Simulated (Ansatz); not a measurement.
**MgNaH+ (doublet): wave-function methods side by side, def2-QZVPP**

The task here is to estimate one member of a computed series from the others.

The runs use Ansatz 0.2.0, Gaussian basis; def2-QZVPP, core rule «outside noble gas», up to 10 orbitals frozen.

Plan: UHF; ROHF; CCSD(T) on UHF.

2 further runs of the same task are left out: 2 set aside as unsound or not needed.

## The geometry

The geometry is a PBE0/def2-TZVP stationary point (not a proven minimum) of the parent state, kept for this charge and spin.

3 atoms, charge 1, spin multiplicity 2.

Atoms are counted from 1 here; the program's logs count them from 0.

Bond lengths: Na1–Mg2 3.016 Å, Mg2–H3 1.747 Å. Angles: Na1–Mg2–H3 180.0°.

Set-up of the first run:

in.yaml

```yaml
crystal:
  periodic: [false, false, false]
  atoms:
    - {symbol: Na, position_ang: [0.000000, 0.000000, 2.593200]}
    - {symbol: Mg, position_ang: [0.000000, 0.000000, -0.422900]}
    - {symbol: H, position_ang: [0.000000, 0.000000, -2.170300]}
basis:
  gaussian: {orbitals: "def2-QZVPP.json"}
total_charge: 1
magnetization: {spin_polarized: true, initial_magnetization: 1}
hamiltonian: {xc: hf}
output: {orbitals: {seedname: orbitals}}
```

The run is started by

```
$ ansatz run in.yaml --threads 1 --pin off --events-out ev --progress --plain --max-ram 2393MiB
```

Among the steps run: UHF; ROHF; CCSD(T) on UHF.

One table of the session follows, with a row left open; its other results are not shown here.

```
  method  from UCCSD(T) (kJ/mol)
    ROHF                  +114.8
     UHF                  +110.9
    UMP2                   +28.4
   UCCSD                       ?
UCCSD(T)                       0
```

**Question.** Estimate the row for UCCSD.

**Answer.** from UCCSD(T) (kJ/mol): +1.2. In the column «from UCCSD(T) (kJ/mol)» it lies between UCCSD(T) (0) and UMP2 (+28.4).
